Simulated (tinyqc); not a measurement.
Inside a calculation (part 2 of 2). Method: CCSD on RHF in the sto-6g basis, for BH3, spin multiplicity 1. Computed by tinyqc, a small Python program that keeps every step (integrals from PySCF). Command: `OMP_NUM_THREADS=1 python tinyqc.py 31567 31568 out.jsonl` (the two numbers bound the seeds that draw the settings). One thread of a shared host (Intel(R) Xeon(R) Processor @ 2.60GHz), about 0.4 s of CPU time with the checks.

Geometry (angstrom):
```
atom          x          y         z
B      0.000000   0.000000  0.026000
H      1.208000   0.000000  0.000000
H     -0.604000   1.046000  0.000000
H     -0.604000  -1.046000  0.000000
```

## Integrals over molecular orbitals

coefficients C:
```
              MO1        MO2        MO3        MO4        MO5        MO6        MO7        MO8
1B 1s    0.994277  -0.218408   0.000000  -0.000025  -0.008439  -0.245276   0.000366   0.000000
1B 2s    0.024152   0.558825   0.000000   0.000097   0.039852   1.433079  -0.002257   0.000000
1B 2px  -0.000001  -0.000063   0.000000   0.506270   0.000000   0.001661   1.174472   0.000000
1B 2py   0.000000   0.000000   0.506277   0.000000   0.000000   0.000000   0.000000   1.174487
1B 2pz  -0.000081  -0.003990   0.000000   0.000001   0.999250  -0.045598   0.000069   0.000000
2H 1s   -0.004224   0.281876   0.000000   0.519721  -0.013108  -0.733159  -0.971497   0.000000
3H 1s   -0.004225   0.281968   0.450062  -0.259800  -0.013105  -0.731083   0.487469  -0.842377
4H 1s   -0.004225   0.281968  -0.450062  -0.259800  -0.013105  -0.731083   0.487469   0.842377
```

core Hamiltonian H = T + V (hartree), lower triangle:
```
             1B 1s      1B 2s     1B 2px     1B 2py     1B 2pz      2H 1s      3H 1s      4H 1s
1B 1s   -13.758455
1B 2s    -3.426127  -4.646084
1B 2px    0.000006   0.000043  -3.954305
1B 2py    0.000000   0.000000   0.000000  -3.954302
1B 2pz    0.001223   0.010218  -0.000001   0.000000  -3.777614
2H 1s    -0.864096  -1.968973  -1.785095   0.000000   0.040475  -3.137370
3H 1s    -0.864364  -1.969346   0.892779  -1.546085   0.040485  -0.448784  -3.137628
4H 1s    -0.864364  -1.969346   0.892779   1.546085   0.040485  -0.448784  -0.448958  -3.137628
```

Given earlier and not repeated: Two-electron integrals (ij|kl) in chemists' order.

(pq|rs) = sum C_ip C_jq C_kr C_ls (ij|kl), one index at a time.

one-electron integrals over orbitals h = C^T H C (hartree), lower triangle:
```
            1          2          3          4          5          6          7          8
1  -13.745922
2    0.298392  -3.775746
3    0.000000   0.000000  -3.511903
4    0.000037   0.000042   0.000000  -3.511825
5    0.013060  -0.007762   0.000000  -0.000004  -3.776875
6    0.319499  -0.626642   0.000000  -0.001034   0.021602  -2.984594
7   -0.000473   0.001010   0.000000  -0.628447  -0.000030  -0.000256  -3.151867
8    0.000000   0.000000  -0.628381   0.000000   0.000000   0.000000   0.000000  -3.151855
```

Two-electron integrals over orbitals (pq|rs), unique and non-zero (hartree):
```
(11|11) 2.898784    (21|11) -0.251364   (21|21) 0.034656    (22|11) 0.601703
(22|21) -0.008559   (22|22) 0.440708    (31|31) 0.007505    (32|31) 0.012621
(32|32) 0.120712    (33|11) 0.541961    (33|21) -0.003307   (33|22) 0.436508
(33|33) 0.489861    (41|11) -0.000029   (41|21) 2.97e-06    (41|22) -4.87e-06
(41|33) -0.003995   (41|41) 0.007505    (42|11) -3.29e-06   (42|21) -2.43e-06
(42|22) -0.000038   (42|33) -0.063691   (42|41) 0.012619    (42|42) 0.120683
(43|31) -0.003992   (43|32) -0.063680   (43|43) 0.049413    (44|11) 0.541942
(44|21) -0.003308   (44|22) 0.436467    (44|33) 0.390978    (44|41) 0.003996
(44|42) 0.063707    (44|44) 0.489878    (51|11) -0.009988   (51|21) 0.001270
(51|22) -0.000808   (51|33) -0.000394   (51|41) 1.86e-07    (51|42) 1.82e-08
(51|44) -0.000394   (51|51) 0.022217    (52|11) 0.005238    (52|21) -0.000421
(52|22) -0.000895   (52|33) -0.000623   (52|41) -3.42e-08   (52|42) 6.90e-08
(52|44) -0.000624   (52|51) 0.020933    (52|52) 0.068692    (53|31) 0.000151
(53|32) -0.000972   (53|43) 0.000978    (53|53) 0.017588    (54|11) 1.50e-06
(54|21) -8.80e-08   (54|22) 3.79e-07    (54|33) 0.000978    (54|41) 0.000151
(54|42) -0.000973   (54|44) -0.000978   (54|51) 2.58e-06    (54|52) 0.000006
(54|54) 0.017587    (55|11) 0.742944    (55|21) -0.009326   (55|22) 0.461349
(55|33) 0.432408    (55|41) -9.86e-07   (55|42) -2.87e-06   (55|44) 0.432396
(55|51) 0.001291    (55|52) 0.006654    (55|54) 1.43e-06    (55|55) 0.587212
(61|11) -0.290750   (61|21) 0.041267    (61|22) -0.009300   (61|33) -0.003369
(61|41) 0.000024    (61|42) 0.000027    (61|44) -0.003354   (61|51) 0.000759
(61|52) -0.001135   (61|54) 2.68e-07    (61|55) -0.007742   (61|61) 0.049350
(62|11) 0.225130    (62|21) -0.010183   (62|22) 0.043200    (62|33) 0.022201
(62|41) 0.000010    (62|42) 2.88e-06    (62|44) 0.022134    (62|51) -0.001105
(62|52) -0.000313   (62|54) 2.45e-06    (62|55) 0.109249    (62|61) -0.010757
(62|62) 0.071764    (63|31) 0.003448    (63|32) -0.042818   (63|43) 0.040518
(63|53) 0.001137    (63|63) 0.059252    (64|11) 0.000335    (64|21) -0.000009
(64|22) 0.000089    (64|33) 0.040645    (64|41) 0.003439    (64|42) -0.042962
(64|44) -0.040557   (64|51) -7.67e-08   (64|52) 4.03e-06    (64|54) 0.001140
(64|55) 0.000164    (64|61) 5.28e-07    (64|62) 0.000173    (64|64) 0.059435
(65|11) -0.004530   (65|21) -0.000202   (65|22) -0.002591   (65|33) -0.001162
(65|41) 7.76e-07    (65|42) 0.000006    (65|44) -0.001156   (65|51) 0.023519
(65|52) 0.065228    (65|54) 0.000032    (65|55) 0.000629    (65|61) -0.001062
(65|62) -0.004237   (65|64) -4.34e-06   (65|65) 0.067983    (66|11) 0.633308
(66|21) -0.012746   (66|22) 0.438255    (66|33) 0.436842    (66|41) 0.000037
(66|42) 0.000316    (66|44) 0.437178    (66|51) -0.002321   (66|52) -0.004659
(66|54) -4.23e-06   (66|55) 0.460492    (66|61) -0.013611   (66|62) 0.030159
(66|64) -0.000086   (66|65) -0.005955   (66|66) 0.456381    (71|11) 0.000437
(71|21) -0.000064   (71|22) 0.000008    (71|33) -0.005238   (71|41) 0.013248
(71|42) 0.019218    (71|44) 0.005251    (71|51) -1.15e-06   (71|52) 1.64e-06
(71|54) 0.000294    (71|55) 0.000011    (71|61) -0.000040   (71|62) 0.000035
(71|64) 0.006274    (71|65) 2.85e-06    (71|66) 0.000081    (71|71) 0.023621
(72|11) -0.000361   (72|21) 0.000015    (72|22) -0.000069   (72|33) 0.024635
(72|41) 0.007677    (72|42) -0.003300   (72|44) -0.024709   (72|51) 1.61e-06
(72|52) -1.41e-07   (72|54) 0.001584    (72|55) -0.000174   (72|61) 0.000036
(72|62) -0.000047   (72|64) 0.046086    (72|65) 0.000007    (72|66) -0.000074
(72|71) 0.012946    (72|72) 0.048847    (73|31) 0.003136    (73|32) 0.051077
(73|43) -0.023829   (73|53) -0.000830   (73|63) -0.030350   (73|73) 0.035963
(74|11) 0.204508    (74|21) -0.005242   (74|22) 0.046662    (74|33) 0.053226
(74|41) -0.003145   (74|42) -0.050941   (74|44) 0.005774    (74|51) 0.000037
(74|52) 0.002730    (74|54) 0.000828    (74|55) 0.098178    (74|61) -0.004990
(74|62) 0.068516    (74|64) 0.030402    (74|65) -0.001017   (74|66) 0.028770
(74|71) -0.005183   (74|72) 0.009644    (74|74) 0.105302    (75|11) 0.000006
(75|21) 2.32e-07    (75|22) 2.71e-06    (75|33) -0.001750   (75|41) 0.000529
(75|42) 0.003638    (75|44) 0.001754    (75|51) -0.000036   (75|52) -0.000100
(75|54) 0.016237    (75|55) -1.41e-06   (75|61) 2.88e-06    (75|62) 0.000007
(75|64) -0.001366   (75|65) -0.000072   (75|66) 0.000018    (75|71) 0.000880
(75|72) 0.000476    (75|74) -0.001540   (75|75) 0.020237    (76|11) 0.000054
(76|21) 3.75e-06    (76|22) -0.000010   (76|33) -0.057823   (76|41) 0.013032
(76|42) 0.108639    (76|44) 0.057888    (76|51) 3.05e-06    (76|52) 0.000008
(76|54) -0.001268   (76|55) 0.000015    (76|61) 0.000037    (76|62) 0.000017
(76|64) -0.045454   (76|65) 0.000013    (76|66) 0.000335    (76|71) 0.020733
(76|72) -0.008552   (76|74) -0.052384   (76|75) 0.003222    (76|76) 0.111125
(77|11) 0.682026    (77|21) -0.009353   (77|22) 0.456018    (77|33) 0.421416
(77|41) -0.000789   (77|42) 0.028404    (77|44) 0.487184    (77|51) -0.000277
(77|52) 0.001061    (77|54) -0.001017   (77|55) 0.476387    (77|61) -0.009215
(77|62) 0.047280    (77|64) -0.036708   (77|65) -0.000697   (77|66) 0.464690
(77|71) -0.002287   (77|72) -0.030786   (77|74) 0.043748    (77|75) 0.000591
(77|76) 0.029290    (77|77) 0.526444    (81|31) 0.013248    (81|32) 0.019219
(81|43) -0.005240   (81|53) 0.000294    (81|63) 0.006289    (81|73) 0.005175
(81|81) 0.023620    (82|31) 0.007676    (82|32) -0.003322   (82|43) 0.024679
(82|53) 0.001584    (82|63) 0.046064    (82|73) -0.009891   (82|81) 0.012944
(82|82) 0.048852    (83|11) 0.204496    (83|21) -0.005243   (83|22) 0.046626
(83|33) 0.005723    (83|41) 0.003141    (83|42) 0.051013    (83|44) 0.053286
(83|51) 0.000037    (83|52) 0.002730    (83|54) -0.000828   (83|55) 0.098170
(83|61) -0.004975   (83|62) 0.068494    (83|64) -0.030251   (83|65) -0.001012
(83|66) 0.029074    (83|71) 0.005192    (83|72) -0.009923   (83|74) 0.037487
(83|75) 0.001545    (83|76) 0.052529    (83|77) 0.065672    (83|83) 0.105390
(84|31) 0.003142    (84|32) 0.051015    (84|43) -0.023768   (84|53) -0.000828
(84|63) -0.030262   (84|73) 0.032116    (84|81) 0.005186    (84|82) -0.009817
(84|84) 0.035871    (85|31) 0.000529    (85|32) 0.003638    (85|43) -0.001751
(85|53) 0.016237    (85|63) -0.001361   (85|73) 0.001545    (85|81) 0.000880
(85|82) 0.000476    (85|84) 0.001543    (85|85) 0.020236    (86|31) 0.013035
(86|32) 0.108566    (86|43) -0.057728   (86|53) -0.001264   (86|63) -0.045186
(86|73) 0.052523    (86|81) 0.020739    (86|82) -0.008476   (86|84) 0.052456
(86|85) 0.003220    (86|86) 0.110946    (87|31) 0.000730    (87|32) -0.028900
(87|43) 0.033138    (87|53) 0.001023    (87|63) 0.036968    (87|73) -0.011280
(87|81) 0.002209    (87|82) 0.030754    (87|84) -0.011221   (87|85) -0.000604
(87|86) -0.029647   (87|87) 0.034492    (88|11) 0.682026    (88|21) -0.009353
(88|22) 0.456034    (88|33) 0.487358    (88|41) 0.000748    (88|42) -0.028737
(88|44) 0.421230    (88|51) -0.000277   (88|52) 0.001061    (88|54) 0.001022
(88|55) 0.476390    (88|61) -0.009209   (88|62) 0.047363    (88|64) 0.037025
(88|65) -0.000699   (88|66) 0.464515    (88|71) 0.002253    (88|72) 0.030661
(88|74) 0.065786    (88|75) -0.000599   (88|76) -0.029551   (88|77) 0.457902
(88|83) 0.043534    (88|88) 0.526623
```

## CCSD: starting amplitudes

orbital energies (hartree): MO1 -7.525592, MO2 -0.661734, MO3 -0.460777, MO4 -0.460773, MO5 0.235234, MO6 0.666772, MO7 0.727687, MO8 0.727707

t_ij^ab = <ij||ab> / (e_i + e_j - e_a - e_b), whose energy is MP2.

Starting amplitudes (spin orbitals 1a, 1b, ...; amplitudes related by a flip of all spins are not repeated; the 24 largest):
```
from      to          t
3a 3b  8a 8b  -0.044338
4a 4b  7a 7b  -0.044302
2a 2b  5a 5b  -0.038291
2a 4b  6a 7b  -0.027222
2a 3b  6a 8b  -0.027213
2a 2b  6a 6b  -0.027009
4a 4b  6a 6b  -0.026356
3a 3b  6a 6b  -0.026275
2a 4b  6b 7a   0.018310
2a 3b  6b 8a   0.018301
2a 2b  8a 8b  -0.017580
2a 2b  7a 7b  -0.017578
3a 4b  7b 8a   0.015771
3a 3b  7a 7b  -0.015130
4a 4b  8a 8b  -0.015091
3a 4b  7a 8b  -0.013511
4a 4b  6a 7b  -0.013127
3a 3b  6a 7b   0.013104
3a 4b  6a 8b   0.013066
3a 4b  6b 8a  -0.013062
3a 3b  5a 5b  -0.012635
4a 4b  5a 5b  -0.012634
2a 4a  6a 7a  -0.008912
2a 3a  6a 8a  -0.008911
```

correlation energy = -0.03803247 hartree

## CCSD: amplitude update 1

t_i^a D_i^a and t_ij^ab D_ij^ab are set to the remaining terms of the spin-orbital equations, evaluated with the old amplitudes; for the doubles these are <ij||ab> + 1/2 <ab||ef> t_ij^ef + 1/2 <mn||ij> t_mn^ab + P(ij)P(ab) <mb||ej> t_im^ae + terms in t^2 + terms with t1, D the orbital-energy denominators.

Amplitudes after update 1 (spin orbitals 1a, 1b, ...; amplitudes related by a flip of all spins are not repeated; the 24 largest):
```
from      to          t
3a 3b  8a 8b  -0.057700
4a 4b  7a 7b  -0.057651
2a 2b  5a 5b  -0.049239
2a 4b  6a 7b  -0.035501
2a 3b  6a 8b  -0.035485
4a 4b  6a 6b  -0.034807
3a 3b  6a 6b  -0.034696
2a 2b  6a 6b  -0.033029
2a 4b  6b 7a   0.026453
2a 3b  6b 8a   0.026438
2a 2b  8a 8b  -0.021629
2a 2b  7a 7b  -0.021627
3a 4b  7b 8a   0.020570
3a 4b  7a 8b  -0.020055
4a 4b  6a 7b  -0.017920
3a 3b  6a 7b   0.017895
3a 4b  6a 8b   0.017837
3a 4b  6b 8a  -0.017835
3a 3b  7a 7b  -0.017176
4a 4b  8a 8b  -0.017122
3a 3b  5a 5b  -0.012266
4a 4b  5a 5b  -0.012264
2a 4a  6a 7a  -0.009048
2a 3a  6a 8a  -0.009047
```

correlation energy = -0.04945191 hartree

## CCSD: amplitude update 2

As before.

Amplitudes after update 2 (spin orbitals 1a, 1b, ...; amplitudes related by a flip of all spins are not repeated; the 24 largest):
```
from      to          t
3a 3b  8a 8b  -0.062408
4a 4b  7a 7b  -0.062355
2a 2b  5a 5b  -0.053067
4a 4b  6a 6b  -0.038001
2a 4b  6a 7b  -0.037923
2a 3b  6a 8b  -0.037905
3a 3b  6a 6b  -0.037879
2a 2b  6a 6b  -0.035036
2a 4b  6b 7a   0.029528
2a 3b  6b 8a   0.029510
3a 4b  7a 8b  -0.022946
2a 2b  8a 8b  -0.022832
2a 2b  7a 7b  -0.022830
3a 4b  7b 8a   0.022174
4a 4b  6a 7b  -0.019500
3a 3b  6a 7b   0.019475
3a 4b  6b 8a  -0.019408
3a 4b  6a 8b   0.019408
3a 3b  7a 7b  -0.017398
4a 4b  8a 8b  -0.017340
3a 3b  5a 5b  -0.010602
4a 4b  5a 5b  -0.010600
2a 4a  6a 7a  -0.008396
2a 3a  6a 8a  -0.008395
```

correlation energy = -0.05321871 hartree

## CCSD: amplitude update 3

t_i^a D_i^a and t_ij^ab D_ij^ab are set to the remaining terms of the spin-orbital equations, evaluated with the old amplitudes; for the doubles these are <ij||ab> + 1/2 <ab||ef> t_ij^ef + 1/2 <mn||ij> t_mn^ab + P(ij)P(ab) <mb||ej> t_im^ae + terms in t^2 + terms with t1, D the orbital-energy denominators. DIIS then mixes the stored amplitudes.

DIIS coefficients: -0.590106  1.590106

Amplitudes after update 3 (spin orbitals 1a, 1b, ...; amplitudes related by a flip of all spins are not repeated; the 24 largest):
```
from      to          t
3a 3b  8a 8b  -0.065209
4a 4b  7a 7b  -0.065154
2a 2b  5a 5b  -0.055524
4a 4b  6a 6b  -0.039850
3a 3b  6a 6b  -0.039724
2a 4b  6a 7b  -0.039146
2a 3b  6a 8b  -0.039126
2a 2b  6a 6b  -0.036227
2a 4b  6b 7a   0.031409
2a 3b  6b 8a   0.031390
3a 4b  7a 8b  -0.024901
2a 2b  8a 8b  -0.023381
2a 2b  7a 7b  -0.023378
3a 4b  7b 8a   0.023097
4a 4b  6a 7b  -0.020307
3a 3b  6a 7b   0.020282
3a 4b  6b 8a  -0.020211
3a 4b  6a 8b   0.020209
3a 3b  7a 7b  -0.017325
4a 4b  8a 8b  -0.017265
3a 3b  5a 5b  -0.008734
4a 4b  5a 5b  -0.008731
2a 4a  6a 7a  -0.007736
2a 3a  6a 8a  -0.007736
```

correlation energy = -0.05529817 hartree

## CCSD: convergence

E_corr = 1/4 sum <ij||ab> t_ij^ab + 1/2 sum <ij||ab> t_i^a t_j^b; stop when the norm of the change is below 1e-8.

Course of the amplitude iterations:
```
update  correlation energy (hartree)  norm of the change
0                        -0.03803247                   -
1                        -0.04945191            8.03e-02
2                        -0.05321871            2.88e-02
3                        -0.05529817            1.11e-02
4                        -0.05528894            1.30e-03
5                        -0.05529148            1.68e-04
6                        -0.05529060            1.54e-05
7                        -0.05529078            3.53e-06
8                        -0.05529076            1.06e-06
9                        -0.05529076            1.69e-07
10                       -0.05529076            2.71e-08
11                       -0.05529076            6.16e-09
```

Converged amplitudes (spin orbitals 1a, 1b, ...; amplitudes related by a flip of all spins are not repeated; the 24 largest):
```
from      to          t
3a 3b  8a 8b  -0.065337
4a 4b  7a 7b  -0.065282
2a 2b  5a 5b  -0.055938
4a 4b  6a 6b  -0.039803
3a 3b  6a 6b  -0.039676
2a 4b  6a 7b  -0.039097
2a 3b  6a 8b  -0.039078
2a 2b  6a 6b  -0.036315
2a 4b  6b 7a   0.031492
2a 3b  6b 8a   0.031473
3a 4b  7a 8b  -0.025080
2a 2b  8a 8b  -0.023275
2a 2b  7a 7b  -0.023273
3a 4b  7b 8a   0.023135
4a 4b  6a 7b  -0.020217
3a 3b  6a 7b   0.020192
3a 4b  6b 8a  -0.020121
3a 4b  6a 8b   0.020118
3a 3b  7a 7b  -0.017235
4a 4b  8a 8b  -0.017175
3a 3b  5a 5b  -0.008102
4a 4b  5a 5b  -0.008099
2a 4a  6a 7a  -0.007605
2a 3a  6a 8a  -0.007604
```

CCSD total energy = -26.38087639 hartree

T1 diagnostic, norm of the one-spin t1 over sqrt(correlated electrons) = 0.002061

Converged in 11 updates, with DIIS from the third.
